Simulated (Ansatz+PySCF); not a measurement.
Results of a calculation; reference values are marked as such.
This PySCF input gave a total energy of -436.61275 hartree.

```python
from pyscf import gto, scf, mp

mol = gto.M(atom="""
C 0.000000 0.000000 -1.103370
S 0.000000 0.000000 0.631490
H 0.000000 -1.004090 -1.741800
H 0.000000 1.004090 -1.741800
""", basis='def2-svp', charge=0, spin=0)
mf = scf.RHF(mol)
mf.kernel()
pt = mp.MP2(mf, frozen=6).run()
print(mf.e_tot, pt.e_corr, pt.e_tot)
```

Q: Write an input for Ansatz with the same method and basis set.

A:

```yaml
crystal:
  periodic: [false, false, false]
  atoms:
    - { symbol: C, position_ang: [0.0, 0.0, -1.10337] }
    - { symbol: S, position_ang: [0.0, 0.0, 0.63149] }
    - { symbol: H, position_ang: [0.0, -1.00409, -1.7418] }
    - { symbol: H, position_ang: [0.0, 1.00409, -1.7418] }
basis:
  gaussian: { orbitals: def2-SVP }
hamiltonian:
  xc: hf
correlation:
  method: mp2
  frozen_orbitals: { C: 1, H: 0, S: 5 }
scf:
  omitted_lower_state_checks: [stability, starts, atomic_configurations, cluster_reference, orbital_swaps, given_window_search, neighbouring_geometries, increment]
```

Ansatz (development build ahead of 0.2.0) gave -436.61274 hartree, 0.08 meV from the first. Caution: an unrestricted determinant lies well below.
